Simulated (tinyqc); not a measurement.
Inside a calculation. Method: Pariser-Parr-Pople SCF with singles CI, for the molecule c1cc[nH]c1 (SMILES; centres numbered as the heavy atoms are written). One step of it, computed by the program tinyqc.

Problem. Singles CI, singlets. Over the 4 single excitations with the smallest orbital gaps: A = (e_a - e_i) delta + 2 (ia|jb) - (ij|ab), with (pq|rs) = sum c_mp c_mq gamma_mn c_nr c_ns. f = 2/3 w |mu|^2 in atomic units, mu = sqrt2 sum c_ia sum_m c_mi c_ma R_m.

orbital energies (eV): -15.377128  -10.865200  -10.787776  0.992166  2.478662

coefficients:
```
         MO1        MO2        MO3        MO4        MO5
1C  0.316365  -0.570891  -0.325054  -0.269436  -0.629080
2C  0.316387  -0.573483   0.320373  -0.269091   0.629259
3C  0.462713   0.001659   0.629190   0.534571  -0.322875
4N  0.609557   0.587495   0.002430  -0.532244   0.000099
5C  0.462763   0.006856  -0.629139   0.534738   0.322557
```

repulsion gamma_rs (eV), lower triangle:
```
           1C         2C         3C         4N         5C
1C  11.130000
2C   7.552804  11.130000
3C   5.520570   7.554850  11.130000
4N   5.786336   5.785526   8.281656  16.800000
5C   7.552804   5.518526   5.519866   8.282957  11.130000
```

Centres (angstrom, eV; a flat drawing with bonds scaled to 1.40 angstrom):

| centre | x | y | core charge z | W | gamma_rr |
|---|---|---|---|---|---|
| 1C | 1.191000 | 0.000000 | 1 | 11.160000 | 11.130000 |
| 2C | 0.368000 | 1.133000 | 1 | 11.160000 | 11.130000 |
| 3C | -0.963000 | 0.700000 | 1 | 11.160000 | 11.130000 |
| 4N | -0.963000 | -0.700000 | 2 | 25.600000 | 16.800000 |
| 5C | 0.368000 | -1.133000 | 1 | 11.160000 | 11.130000 |

Give: singlet CI matrix; singlet excitation energies; oscillator strengths.

Solution.

singlet CI matrix (eV), lower triangle:
```
        3>4     2>4     3>5    2>5
3>4   6.174
2>4   0.002   6.702
3>5   0.001   0.983   7.487
2>5  -0.894  -0.001  -0.001  7.295
```

singlet excitation energies (eV): 5.679  6.036  7.790  8.153

oscillator strengths: 0.099  0.066  0.774  0.964
